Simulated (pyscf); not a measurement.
O=SiH–OH + ammonia (NH₃) → H₂N–SiH=O + water (H₂O), a four-centre exchange (singlet surface; O–Si, H–N broken, N–Si, H–O formed). Single points on ωB97X-D3(BJ)/def2-SVP structures (PySCF, gas phase). Correlated levels are frozen-core, on RHF or UHF. ΔMP2 is the change of the MP2 total energy from the triple- to the quadruple-zeta basis. Energies in kJ/mol from the separated reactants.

Small-basis levels: PySCF, no dispersion term, spherical d functions. AM1 to PM7: differences of heats of formation from MOPAC, which are fitted to 298 K values and so differ in kind from electronic energies by zero-point and thermal terms. GFN2-xTB: tblite. Cost: rough CPU time at the saddle relative to B3LYP/6-31G*, from one job on a shared machine.

```json
[
 {"level": "HF/STO-3G", "barrier": "-4.8", "reaction energy": "+17.9", "cost": "0.04"},
 {"level": "SVWN5/6-31G*", "barrier": "-85.5", "reaction energy": "+42.3", "cost": "1"},
 {"level": "B3LYP/STO-3G", "barrier": "-88.5", "reaction energy": "+36.0", "cost": "0.5"},
 {"level": "B3LYP/LANL2DZ", "barrier": "-35.9", "reaction energy": "-5.8", "cost": "0.8"},
 {"level": "M06-2X/6-31G*", "barrier": "-26.7", "reaction energy": "+41.1", "cost": "2"},
 {"level": "B3LYP/def2-SVP", "barrier": "-14.0", "reaction energy": "+35.1", "cost": "1"},
 {"level": "GFN2-xTB", "barrier": "77.4", "reaction energy": "+54.7", "cost": "under 0.02"},
 {"level": "PM3", "barrier": "73.4", "reaction energy": "+40.4", "cost": "under 0.02"},
 {"level": "PM7", "barrier": "46.1", "reaction energy": "+8.7", "cost": "under 0.02"},
 {"level": "CCSD(T)/def2-TZVPP + ΔMP2(QZVPP)", "barrier": "8.2", "reaction energy": "+30.6", "cost": "–"}
]
```

Against the last row the barrier runs from -96.8 (B3LYP/STO-3G) to +69.2 kJ/mol (GFN2-xTB); HF/STO-3G happens to lie closest here (13.1 kJ/mol apart). CCSD(T)/def2-TZVPP + ΔMP2(QZVPP) has limits of its own. On the reactant side the descent ends in an adduct with a N–Si contact, 127.2 kJ/mol under the separated species and 123.8 kJ/mol under the saddle at ωB97X-D3(BJ)/def2-TZVP. On the product side the descent ends in an adduct with a O–Si contact, 74.0 kJ/mol under the separated species and 39.3 kJ/mol under the saddle at ωB97X-D3(BJ)/def2-TZVP. At CCSD(T) the saddle lies under the separated products, which points to a path from their complex (located at ωB97X-D3(BJ) alone), and parting the products costs more than the saddle. What is counted as formed (N–Si) is already present as a longer contact in the reactant adduct; forming that adduct is a step of its own. What is counted as broken (O–Si) persists as a longer contact in the product adduct; parting that adduct is a step of its own. At ωB97X-D3(BJ)/def2-TZVP the barrier from the zero used here is -3.4 kJ/mol. The same reactants have a lower exit, to H₂N–SiH(OH)–OH (barrier -68.8 kJ/mol at ωB97M-D3(BJ)/def2-TZVP, against +1.0 kJ/mol here). O=SiH–OH lies 41.2 kJ/mol over its isomer HO–Si:–OH [singlet] (electronic energy, ωB97M-D3(BJ)/def2-TZVP). H₂N–SiH=O lies 30.9 kJ/mol over its isomer H₂N–Si:–OH [singlet] (electronic energy, ωB97M-D3(BJ)/def2-TZVP). One saddle was located; it need not be the lowest between these sides. The CCSD(T) − MP2 part came from Ansatz, without density fitting, on the same reference.
